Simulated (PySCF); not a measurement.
Compound: C4H2FN.
SMILES with atom numbers: `[N:1]#[C:2][C:3]#[C:4][CH2:5][F:6]` (hydrogens: H7, H8 on C5)

Level of theory: MP2 and CCSD/aug-cc-pVDZ in PySCF, restricted Hartree–Fock reference, 6 core orbitals frozen, non-relativistic, gas phase, PBE0-D3(BJ)/def2-SVP geometry.

E(HF) = -306.46976 Eh.

(1) How large is the problem?

(2) What are the MP2 and CCSD correlation energies?

(3) What is the T1 diagnostic?

(4) How does correlation change the dipole moment?

## Answers

(1) 156 basis functions and 42 electrons; 6 orbitals frozen, which leaves o = 15 correlated occupied and v = 135 virtual orbitals. That is o·v = 2025 singles and o·v(o·v + 1)/2 = 2051325 distinct closed-shell doubles amplitudes before symmetry; the costliest CCSD step grows as o²v⁴ = 7.5 × 10^10.

(2) MP2 -0.8844 Eh and CCSD -0.9014 Eh, which gives totals of -307.35418 and -307.37116 Eh. That is 0.818 eV for each correlated electron at CCSD (2367 kJ/mol in all, 0.293 % of the total energy); MP2 gives 98.1 % of the CCSD value.

(3) 0.0136, below the customary warning level of 0.02. It is the norm of the spatial-orbital singles amplitudes over the root of the number of correlated electrons, so the norm is 0.074.

(4) HF gives 4.25 D and CCSD (unrelaxed density) 3.77 D, a change of -0.48 D.

No triples correction and no basis-set extrapolation were made.

The job also held the EOM ionisation roots. Hardware: one thread of an Arm Neoverse V2, shared host. Cost: 6.0 min wall, 2.9 GiB resident at most.
